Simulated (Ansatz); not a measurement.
# C₄H₃Cl: up Jacob's ladder to CCSD(T)

The task here is to estimate one member of a computed series from the others.

Program: Ansatz 0.2.0, Gaussian basis. Level of theory: functionals in def2-TZVPP, the program's frozen cores in correlated methods. These are calculated values, not measurements.

Levels to be run: LDA (SPW92), PBE-D4, revPBE-D4, BLYP-D4, r2SCAN-D4, B97M-V, PBE0-D4, B3LYP-D4, r2SCANh-D4, r2SCAN0-D4, HSE06-D4, BHLYP-D4, CAM-B3LYP-D4, LC-ωPBE, ωB97X-V, ωB97M-V, B2PLYP, PBE-QIDH; CCSD(T)/def2-SVP; CCSD(T)/def2-TZVPP; MP2/def2-QZVPP; extrapolation to the limit; RPA on PBE.

**Structure used throughout**

An earlier PBE0-D4 in a triple-zeta def2 set relaxation fixed the geometry.

SMILES `ClC1=CC=C1`, 8 atoms, charge 0, spin multiplicity 1.

Atoms are counted from 1 here; the program's logs count them from 0.

Bond lengths: Cl1–C2 1.688 Å, C2–C3 1.328 Å, C2–C5 1.564 Å, C3–C4 1.566 Å, C3–H6 1.079 Å, C4–C5 1.326 Å, C4–H7 1.081 Å, C5–H8 1.079 Å. Angles: Cl1–C2–C3 135.7°, Cl1–C2–C5 132.4°, C3–C2–C5 91.9°, C2–C3–C4 88.0°, C2–C3–H6 136.1°, C4–C3–H6 135.9°, C3–C4–C5 91.9°, C3–C4–H7 133.3°, C5–C4–H7 134.8°, C2–C5–C4 88.2°, C2–C5–H8 134.8°, C4–C5–H8 137.0°.

Set-up of the first run:

in.yaml reads:

```yaml
crystal:
  periodic: [false, false, false]
  atoms:
    - {symbol: Cl, position_ang: [-1.472634, -0.605376, 2.060556]}
    - {symbol: C, position_ang: [-0.480135, -0.166336, 0.767770]}
    - {symbol: C, position_ang: [0.488519, 0.720166, 0.571440]}
    - {symbol: C, position_ang: [0.596546, 0.195446, -0.899735]}
    - {symbol: C, position_ang: [-0.370783, -0.689834, -0.701681]}
    - {symbol: H, position_ang: [0.985294, 1.472574, 1.163311]}
    - {symbol: H, position_ang: [1.223539, 0.463486, -1.738389]}
    - {symbol: H, position_ang: [-0.878248, -1.447126, -1.278772]}
basis:
  gaussian: {orbitals: def2-TZVPP}
hamiltonian: {xc: lda}
output: {orbitals: {seedname: orbitals}}
```

Among the steps run: LDA; PBE-D4 (GGA); revPBE-D4 (GGA); BLYP-D4 (GGA); r2SCAN-D4 (meta-GGA); B97M-V (meta-GGA); PBE0-D4 (hybrid); B3LYP-D4 (hybrid); r2SCANh-D4 (hybrid); r2SCAN0-D4 (hybrid); HSE06-D4 (hybrid); BHLYP-D4 (hybrid); CAM-B3LYP-D4 (range-separated); LC-ωPBE (range-separated); ωB97X-V (range-separated); ωB97M-V (range-separated); B2PLYP (double hybrid); PBE-QIDH (double hybrid).

One table of the session follows, with a row left open; its other results are not shown here.

It belongs to the step «Frontier levels by functional». 

| functional | HOMO (eV) | LUMO (eV) | gap (eV) |
| --- | --- | --- | --- |
| LDA (SPW92) | ? | ? | ? |
| PBE-D4 | -4.69 | -2.81 | 1.88 |
| revPBE-D4 | -4.62 | -2.72 | 1.90 |
| BLYP-D4 | -4.53 | -2.65 | 1.88 |
| r2SCAN-D4 | -4.80 | -2.71 | 2.09 |
| B97M-V | -4.79 | -2.59 | 2.20 |
| PBE0-D4 | -5.73 | -1.84 | 3.88 |
| B3LYP-D4 | -5.52 | -2.05 | 3.48 |
| r2SCANh-D4 | -5.20 | -2.34 | 2.86 |
| r2SCAN0-D4 | -5.80 | -1.80 | 4.01 |
| HSE06-D4 | -5.33 | -2.23 | 3.10 |
| BHLYP-D4 | -6.59 | -0.74 | 5.86 |
| CAM-B3LYP-D4 | -7.03 | -0.65 | 6.38 |
| LC-ωPBE | -8.41 | 0.52 | 8.94 |
| ωB97X-V | -8.00 | 0.44 | 8.45 |
| ωB97M-V | -7.91 | 0.37 | 8.28 |

Estimate the missing values for LDA (SPW92).

**Answer.** HOMO (eV): -4.89; LUMO (eV): -3.06; gap (eV): 1.84. In the column «HOMO (eV)» it lies between r2SCANh-D4 (-5.20) and r2SCAN-D4 (-4.80).
